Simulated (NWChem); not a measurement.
# Ionisation of nitrogen (N2)

```xyz
2

N      0.0000     0.0000     0.5502
N      0.0000     0.0000    -0.5502
```
Charge 0, spin multiplicity 1.

Everything below was run with NWChem. All single points use one geometry, from B3LYP/def2-SVP, a minimum by its harmonic frequencies.

Basis set: def2-TZVPD. The species with one electron less has spin multiplicity 2 and keeps the geometry of the parent. Δ marks differences of total energies (open shells unrestricted). −ε marks an orbital energy of the parent. That orbital need not have the symmetry of the hole or added electron in the Δ rows.

B3LYP has NWChem's definition, with VWN1-RPA local correlation. The stability of the SCF solutions was not checked.

Order these methods by the first vertical ionisation energy they give, lowest first: evGW0@PBE0, G0W0@HF, ΔCAM-B3LYP, −ε(HOMO) of LDA (SVWN5), ΔLDA (SVWN5).

−ε(HOMO) of LDA (SVWN5) (10.40 eV), evGW0@PBE0 (15.46 eV), ΔLDA (SVWN5) (15.61 eV), ΔCAM-B3LYP (16.00 eV), G0W0@HF (16.30 eV)
